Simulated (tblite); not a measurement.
C4H11P2 (charge -1).
Bonds: C1–C2, C2–C3, C3–P4, P4–C5, C5–P6. Hydrogens: H7, H8, H9 on C1; H10, H11 on C2; H12, H13 on C3; H14, H15 on C5; H16, H17 on P6.

Structure optimised with GFN2-xTB, isolated species.

Problem. List the bond lengths, angles and torsions at this level.

Solution. 
| bond | length (Å) | order |
| --- | --- | --- |
| C1–C2 | 1.525 | single |
| C2–C3 | 1.519 | single |
| C3–P4 | 1.877 | single |
| P4–C5 | 1.861 | single |
| C5–P6 | 1.825 | single |
| C1–H7, C1–H8, C1–H9 | 1.090 | single |
| C2–H10, C2–H11 | 1.093 | single |
| C3–H12, C3–H13 | 1.099 | single |
| C5–H14, C5–H15 | 1.101 | single |
| P6–H16, P6–H17 | 1.390 | single |

Bonds in one row agree within 0.01 Å and their mean is given. Orders are formal, as drawn. A selection of angles:
| angle | degrees |
| --- | --- |
| C2–C1–H7 | 111.1 |
| C2–C1–H8 | 110.4 |
| H7–C1–H8 | 108.4 |
| C1–C2–C3 | 112.2 |
| C1–C2–H10 | 110.0 |
| C3–C2–H10 | 108.7 |
| H10–C2–H11 | 107.2 |
| C2–C3–P4 | 111.2 |
| C2–C3–H12 | 109.8 |
| P4–C3–H12 | 109.1 |
| H12–C3–H13 | 107.7 |
| C3–P4–C5 | 93.4 |
| P4–C5–P6 | 111.2 |
| P4–C5–H14 | 112.2 |
| P6–C5–H14 | 106.8 |
| H14–C5–H15 | 107.2 |
| C5–P6–H16 | 96.3 |
| H16–P6–H17 | 90.1 |

Dihedral angles: C1–C2–C3–P4 180° (antiperiplanar); C2–C3–P4–C5 180° (antiperiplanar); C3–P4–C5–P6 180° (antiperiplanar).

P6 (phosphine phosphorus) is pyramidal (angles 96.4°, 96.3° and 90.1°, sum 282.8°, 0.80 Å off the plane of its three neighbours). The 3 C–P bonds span 1.825 Å (C5–P6, drawn single) to 1.877 Å (C3–P4, drawn single), a spread of 0.052 Å. The 6 heavy atoms lie in one plane (0.001 Å rms). P4 (phosphorus bonded to 2 C) is bent (angle 93.4°).

Point group: Cs (every atom within 0.08 Å of its image). Its GFN2-xTB frequencies are all real (lowest 43 cm⁻¹). Torsions: C1–C2–C3–P4 180°, C2–C3–P4–C5 180°, C3–P4–C5–P6 180°, P4–C5–P6–H 45° and -45°. 3 starts were optimised and ended at 0.00, 0.00 and 0.68 kcal/mol (GFN2-xTB); the lowest of these is shown.

The run took 0.33 s on an Arm Neoverse N1 with one thread, shared host. This is the geometry optimisation.

One conformer stands for the species.

These are computed values.
